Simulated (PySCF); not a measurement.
# Cost of excited-state runs on SMILES NC=C=C=CCl, C4H4ClN

Atom-mapped SMILES (the numbers label the heavy atoms): `[NH2:1][CH:2]=[C:3]=[C:4]=[CH:5][Cl:6]`. Each H is labelled by its parent atom.

PySCF with density fitting, on 1 thread of an Intel Xeon Platinum 8259CL, shared host. Command: `OMP_NUM_THREADS=1 python excited_run.py task.json out`

(1) How long does each of these runs take, and how much memory?
- first hyperpolarisability, CAM-B3LYP/def2-TZVPD; writes grids
- excited states, wB97X-D/def2-TZVPD; Tamm-Dancoff; spin-orbit couplings; 6 states; 5 triplets; quadratic response for 4 states; IEF-PCM toluene
- excited states, wB97X-D/def2-TZVPD; Tamm-Dancoff; spin-orbit couplings; 6 states; 5 triplets; quadratic response for 4 states; writes grids
- excited states, CAM-B3LYP/def2-TZVPD; two-photon moments; 8 states; quadratic response for 6 states; 0 triplets

Results:

(1) 
| run | level | basis functions | wall time | peak memory (GiB) |
| --- | --- | --- | --- | --- |
| first hyperpolarisability | CAM-B3LYP/def2-TZVPD | 267 | 74 s | 0.93 |
| excited states | wB97X-D/def2-TZVPD | 267 | 70 s | 0.93 |
| excited states | wB97X-D/def2-TZVPD | 267 | 74 s | 0.89 |
| excited states | CAM-B3LYP/def2-TZVPD | 267 | 71 s | 0.99 |

Times from a shared host are rough.
